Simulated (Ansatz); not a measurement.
# C3H4S: the cost of one run

Computed with Ansatz 0.2.0, driven from Python. Level of theory: r2SCAN/6-31G*.

### 1 The system

Bond lengths: S1–C2 1.634 Å, C2–C3 1.303 Å, C2–C4 1.422 Å, C3–C4 1.353 Å, S1–H5 1.379 Å, C3–H6 1.102 Å, C4–H7 1.066 Å, C4–H8 1.104 Å. Angles: S1–C2–C3 122.1°, S1–C2–C4 132.5°, C3–C2–C4 59.4°, C2–S1–H5 99.7°, C2–C3–C4 64.7°, C2–C3–H6 125.6°, C4–C3–H6 137.2°, C2–C4–C3 55.9°, C2–C4–H7 119.0°, C2–C4–H8 114.5°, C3–C4–H7 122.5°, C3–C4–H8 115.8°, H7–C4–H8 115.7°.

No structure file is read: the coordinates are typed or built in the script.

### 2 Script

Contents of run_scan.py:

```python
# -*- coding: utf-8 -*-
'''Potential curve of C3H4S along one bond.'''

import logging
import sys

import ansatz
from ase import Atoms
import numpy as np

logging.basicConfig(stream=sys.stdout, format='[%(levelname)s] %(message)s')
logger = logging.getLogger('c3h4s')
logger.setLevel(logging.INFO)

atoms = Atoms(['S', 'C', 'C', 'C', 'H', 'H', 'H', 'H'], positions=[
    (-0.92, 1.5233, -0.2437),
    (0.0999, 0.2609, -0.437),
    (0.9199, -0.1168, 0.5024),
    (0.0782, -1.0748, 0.0498),
    (-0.808, 2.1053, -1.4887),
    (1.1019, 0.4181, 1.448),
    (0.3996, -1.8636, -0.5907),
    (-0.7795, -1.3095, 0.7041),
])
c3h4s = ansatz.Crystal.molecule_from_ase(atoms)

symbols = [site.symbol for site in c3h4s.cartesian_sites]
start = np.array([site.position_ang for site in c3h4s.cartesian_sites])
axis = (start[7] - start[3]) / np.linalg.norm(start[7] - start[3])
moving = [7]
lengths, energies = [0.972, 1.016, 1.06, 1.104, 1.148, 1.192, 1.236, 1.303], []
for length in lengths:
    xyz = start.copy()
    xyz[moving] += (length - np.linalg.norm(start[7] - start[3])) * axis
    point = ansatz.Crystal.molecule()
    for symbol, place in zip(symbols, xyz):
        point = point.atom(symbol, place.tolist())
    job = (
        point.calculation()
        .basis(gaussian='6-31G*')
        .functional('r2scan')
    )
    data = job.run().report
    energies.append(data['free_energy_ev'])
    logger.info(f'r = {length:6.3f} A  E = {energies[-1]:.5f} eV  <S^2> = {abs(data["mean_field"]["state"]["spin_squared"]):.3f}')

# quartic fit about the minimum
fit = np.polynomial.Polynomial.fit(lengths, np.array(energies) - min(energies), 4).convert()
roots = [r.real for r in fit.deriv().roots() if abs(r.imag) < 1e-9 and fit.deriv(2)(r.real) > 0]
r_e = min(roots, key=lambda r: abs(r - lengths[int(np.argmin(energies))]))
logger.info(f'minimum of the fit at {r_e:.4f} A, force constant {fit.deriv(2)(r_e):.2f} eV/A^2')
```

### 3 Launch

The run is started by

```sh
> python run_scan.py
```

**Question.** How long does this script take on 1 thread of Arm Neoverse V1, shared host, and how much memory does it need?

About 27 s, with a peak of 0.19 GiB.
